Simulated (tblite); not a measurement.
Compound: C₃H₁₀OP₂.
Structure used (GFN2-xTB), in Å, numbered top down from 1:
```xyz
16
C3H10OP2 angstrom
C      2.5711    0.2013    0.0542
P      0.8872   -0.2553    0.5966
O      0.7799   -1.6227    1.1035
C     -0.1945    0.0913   -0.8439
C     -1.5723   -0.4654   -0.5242
P     -2.1362    0.2351    1.1008
H      3.2425    0.0604    0.9002
H      2.8704   -0.4817   -0.7405
H      2.6251    1.2279   -0.2959
H      0.5845    0.7395    1.5227
H     -0.2315    1.1651   -1.0377
H      0.2414   -0.4091   -1.7158
H     -1.4934   -1.5491   -0.3900
H     -2.2925   -0.2580   -1.3202
H     -3.4608   -0.1790    0.9746
H     -2.4284    1.5087    0.6041
```

Calculated harmonic vibrations of the isolated species, GFN2-xTB (tblite), most abundant isotopes, no scaling. Against measured fundamentals such values can be off by several per cent, at times by over 20. Modes of hydrogen on phosphorus can be 10 to 20 % off. One conformer, not necessarily the lowest.

Harmonic wavenumbers (cm⁻¹): 68.3, 106.5, 151.4, 173.3, 199.3, 206.6, 303.0, 336.3, 400.4, 658.2, 673.9, 710.3, 754.0, 758.3, 803.5, 829.5, 860.4, 922.4, 937.4, 971.1, 1041.0, 1074.9, 1128.7, 1140.1, 1245.0, 1255.1, 1281.2, 1316.3, 1418.2, 1422.5, 1434.5, 1435.8, 2260.3, 2293.3, 2326.7, 2918.7, 2939.3, 2949.5, 2961.3, 2994.8, 3002.4, 3034.6.

A = 4375, B = 1322, C = 1228 MHz; mass 124.021 u (most abundant isotopes); point group C1, symmetry number 1.

**Question.** What is the zero-point energy?

**Answer.** ½Σν̃ = 26849 cm⁻¹ = 321.19 kJ/mol.

**Question.** What is S at 500 K and 1 bar for an ideal gas of classical rigid rotors and harmonic oscillators?

**Answer.** Translation 179.72, rotation 124.46, vibration 168.33: S = 472.5 J/(mol K).

**Question.** And Cp and H(500 K) − H(0)?

**Answer.** Cp = 203.98 J/(mol K), of which vibrations give 170.72 (their classical limit is 42 R = 349.2); H(500 K) − H(0) = 60.86 kJ/mol without the zero-point energy, 44.23 from vibrations.

**Question.** How do the functions run with temperature in this model?

**Answer.** 
| T (K) | S (J/(mol K)) | Cp (J/(mol K)) | H − H(0) (kJ/mol) | G − H(0) (kJ/mol) | ln q(vib) |
| --- | --- | --- | --- | --- | --- |
| 100 | 275.7 | 71.8 | 4.96 | -22.62 | 1.05 |
| 200 | 335.9 | 104.9 | 13.82 | -53.35 | 3.16 |
| 300 | 385.0 | 140.5 | 26.07 | -89.44 | 5.32 |
| 800 | 582.8 | 264.8 | 131.98 | -334.27 | 15.79 |
| 1000 | 644.9 | 291.2 | 187.72 | -457.18 | 19.63 |

q(vib) and H(0) count from the zero-point level.

**Question.** What must be added to the electronic energy to get the Gibbs energy at 500 K and 1 bar?

**Answer.** ZPE + [H(500 K) − H(0)] − T·S = 321.19 + 60.86 − 236.25 = 145.80 kJ/mol.

**Question.** Blend soft modes into free rotors: weight 1/[1 + (100 cm⁻¹/ν̃)⁴] for the oscillator and the rest for a rotor with moment μB/(μ + B), μ = h/(8π²ν), B = 10⁻⁴⁴ kg m². What vibrational entropy results?

**Answer.** 160.46 J/(mol K) in place of 168.33, which changes −T·S at 500 K by +3.93 kJ/mol.

**Question.** Which modes carry the vibrational entropy at 500 K?

**Answer.** 68.3 cm⁻¹: 21.85; 106.5 cm⁻¹: 18.18; 151.4 cm⁻¹: 15.29; 173.3 cm⁻¹: 14.19; 199.3 cm⁻¹: 13.05; 206.6 cm⁻¹: 12.76 J/(mol K); the other 36 give 73.01 together.

Hindered rotation and anharmonicity are outside this model. Other conformers, if any are populated, would add a mixing term that is left out. The structure is chiral; the term R ln 2 for an equal mix with its mirror image is left out.
